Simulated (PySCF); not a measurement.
Molecule: SMILES NC=O, CH₃NO.

Bonds (- single, = double, # triple, : aromatic): N1-C2, C2=O3. N1 carries H4, H5; C2 carries H6. H4 is cis to the C=O or C=S heteroatom; H5 is trans to the C=O or C=S heteroatom.

Frames of a GFN2-xTB Langevin trajectory at 300 K; GIAO PBE0/pcSseg-1 shieldings in PySCF, gas phase, non-relativistic; equivalent atoms averaged within each frame.

Chemical shifts δ = σref − σ; ¹⁵N (σref 267.73) vs NH3; ¹³C (σref 186.93), ¹H (σref 31.72) against TMS; ¹⁷O (σref 336.08) vs H2O, all at this level. The references are static minima.

Q: How do the shifts (ppm) fluctuate along the trajectory?

A: 
```tsv
time (fs)	N1	C2	O3	H6	H4	H5
optimised geometry	117.6	159.7	431.8	8.11	4.59	4.65
250	119.0	160.7	441.5	8.04	5.16	4.57
425	122.5	167.1	475.2	9.39	5.06	5.90
625	123.4	169.4	468.3	7.54	4.94	4.19
800	109.1	148.8	404.7	8.12	3.48	4.02
1000	125.5	168.1	448.5	7.89	5.10	5.80
mean of frames	119.9	162.8	447.6	8.19	4.75	4.90
standard deviation	6.5	8.5	27.7	0.70	0.72	0.89
```

5 frames give an uncertainty of the mean of about the standard deviation over 2.2 at best, since frames this close in time may not be independent; classical motion lacks zero-point vibration, and the reference would need the same averaging.
